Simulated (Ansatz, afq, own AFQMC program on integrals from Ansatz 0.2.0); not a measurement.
**Where AFQMC and coupled cluster stand for SiH3⁺, triplet**

| atom | x (Å) | y (Å) | z (Å) |
| --- | --- | --- | --- |
| Si | -0.0085 | 0.0753 | -0.1092 |
| H | -0.0085 | -1.2179 | -0.8540 |
| H | 0.6918 | -0.5581 | 2.4203 |
| H | -0.4478 | -0.3221 | 1.4778 |

Basis 6-31G. Noble-gas cores (and the filled d shells of Ga–Kr and In–Xe) are frozen. Integrals, coupled cluster, full CI and functionals: Ansatz 0.2.0; the random walks run on the same integrals in our own AFQMC program. ph-AFQMC/CISD is guided by a CISD state made of CCSD amplitudes; releasing the constraint for a short imaginary time cuts its bias at the price of noise, slowly where states lie close. Error bars are statistical, one sigma.

Determinant: UHF, the one that the program's search chose, which needn't be the lowest solution. The geometry is a point of a scan.

Full CI on the same integrals is exact in this basis and with this determinant's frozen core.

Cautions: lower spins were not checked.

The T1 diagnostic is 0.0320. The weight of the determinant in the CISD state is 0.927 and the ⟨S²⟩ of the determinant is 2.020. The size of the correlated space is 6 electrons in 14 orbitals.

Reference: full CI, correlation energy -1.615 eV. The released energy is read at 2.40 1/Eh (meV from the phaseless value at times in 1/Eh: -1.0 ± 1.1 at 0.24, -2.8 ± 0.9 at 0.51, -6.2 ± 2.0 at 0.99, -5.8 ± 0.8 at 1.62, -7.5 ± 0.9 at 2.40).

```
         level  E − E(reference) (mEh)  share of correlation (%)
            HF                   59.35                      0.00
           MP2                   22.30                     62.44
          CCSD                    1.88                     96.84
       CCSD(T)                    0.90                     98.48
         CCSDT                    0.03                     99.94
      CCSDT(Q)                    0.01                     99.99
        CCSDTQ                    0.00                    100.00
 ph-AFQMC/CISD             0.39 ± 0.04                     99.33
released AFQMC             0.12 ± 0.03                     99.80
```

CCSDT and higher add their correlation energy to the determinant of the CCSD(T) run, since their own runs factorise the integrals more tightly (a shift of under 2 meV). Released energies are given only where the last usable release times agree within the noise; a slower fall can still hide under it.
